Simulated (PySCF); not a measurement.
**Functional benchmark on one molecule**

Molecule: `P(F)(F)P`, F2H2P2.

Mapped SMILES: `[F:1][P:2]([F:3])[PH2:4]`. Hydrogens are named by the atom that carries them.

Geometry PBE0-D3(BJ)/def2-SVP throughout; GIAO in PySCF 2.14.0 with density-fitted response routines, gas phase, one conformer, non-relativistic; equivalent atoms averaged; basis pcSseg-2.

Reference values (measured; solution; George Maxwell Hunter, The Preparation and Properties of Some Difluorophosphites, PhD thesis, University of Edinburgh, 1981): δ(P2) = 292.0 ppm vs 85 % H3PO4, δ(P4) = -138.0 ppm vs 85 % H3PO4. Computed shifts are taken against H3PO4, calculated as an isolated molecule at each level.

**Question.** How do the functionals HF, LDA, PBE, BLYP, BP86, OPBE, KT2, KT3, B97-D, B3LYP, PBE0, mPW1PW91 perform against the reference? Times are CPU seconds on 1 thread of an Arm Neoverse V1, shared host; the GGAs took longer than the global hybrids here, which isn't the general rule, and the cause wasn't traced.

**Answer.** 
```csv
functional,kind,P2,P4,mean abs. error P,core-s
HF,Hartree–Fock,265.7,-150.6,19.5,5.4
LDA,LDA,353.0,-171.8,47.4,11
PBE,GGA,329.3,-165.3,32.3,13
BLYP,GGA,342.0,-149.5,30.8,13
BP86,GGA,331.4,-161.8,31.6,13
OPBE,GGA,301.0,-173.0,22.0,14
KT2,GGA,316.5,-160.1,23.3,14
KT3,GGA,307.2,-154.2,15.7,14
B97-D,GGA,323.4,-149.6,21.5,13
B3LYP,global hybrid,327.5,-152.7,25.1,9.2
PBE0,global hybrid,311.0,-168.4,24.7,9.3
mPW1PW91,global hybrid,312.9,-166.2,24.5,9.4
```

For ³¹P the closest is KT3 (15.7 ppm) and the furthest LDA (47.4 ppm). One molecule is a small sample, and vibrational and solvent effects are absent from the calculation.
